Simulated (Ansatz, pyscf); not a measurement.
`[OH][SiH2][PH2]` -> `[SiH][PH2]` [singlet] + `[OH2]`, a 1,1-elimination on the singlet surface: O–Si, H–Si broken, H–O formed. Single points on ωB97X-D3(BJ)/def2-SVP structures (PySCF, gas phase). Wave-function energies: Ansatz (a first-principles code), frozen core, RHF or UHF references. In kcal/mol, from the reactant's lowest minimum found.

```
level                  barrier  reaction energy
---------------------  -------  ---------------
PBE/def2-TZVP            67.29           +64.15
PBE0-D3(BJ)/def2-TZVP    75.35           +68.73
CCSD(T)/cc-pV(D+d)Z      76.96           +62.45
CCSDT(Q)/cc-pV(D+d)Z       ___              ___
CCSD(T)/cc-pV(T+d)Z      79.38           +66.89
CCSD(T)/cc-pV(Q+d)Z        ___           +67.89
```

Question: Some entries are withheld; supply them.

Answer: 
- CCSDT(Q)/cc-pV(D+d)Z, barrier: 76.34
- CCSDT(Q)/cc-pV(D+d)Z, reaction energy: +62.17
- CCSD(T)/cc-pV(Q+d)Z, barrier: 79.89

In cc-pV(D+d)Z, going from CCSD(T) to CCSDT(Q) shifts the barrier by -0.62 and the reaction energy by -0.28 kcal/mol. With HF in the quadruple-zeta basis and the correlation energy extrapolated as X⁻³ from X = 3, 4, CCSD(T) gives 80.11 and +68.48; adding the double-zeta shift gives ΔE‡ = 79.49 and ΔE = +68.20 kcal/mol, without core correlation, relativity or geometry relaxation at these levels. On the product side the descent ends in an adduct with a O–Si contact, 16.10 kcal/mol under the separated species and 25.79 kcal/mol under the saddle at ωB97X-D3(BJ)/def2-TZVP. What is counted as broken (O–Si) persists as a longer contact in the product adduct; parting that adduct is a step of its own. At ωB97X-D3(BJ)/def2-TZVP the barrier from the zero used here is 81.57 kcal/mol. The same reactants have a lower exit, to H₂Si=PH + H₂O (highest point, the separated products, at +56.29 kcal/mol at ωB97M-D3(BJ)/def2-TZVP, against +78.68 kcal/mol here). :HSi–PH₂ [singlet] lies 11.44 kcal/mol over its isomer H₂Si=PH (electronic energy, ωB97M-D3(BJ)/def2-TZVP). This is the saddle that the search found; another between the same sides may lie lower.
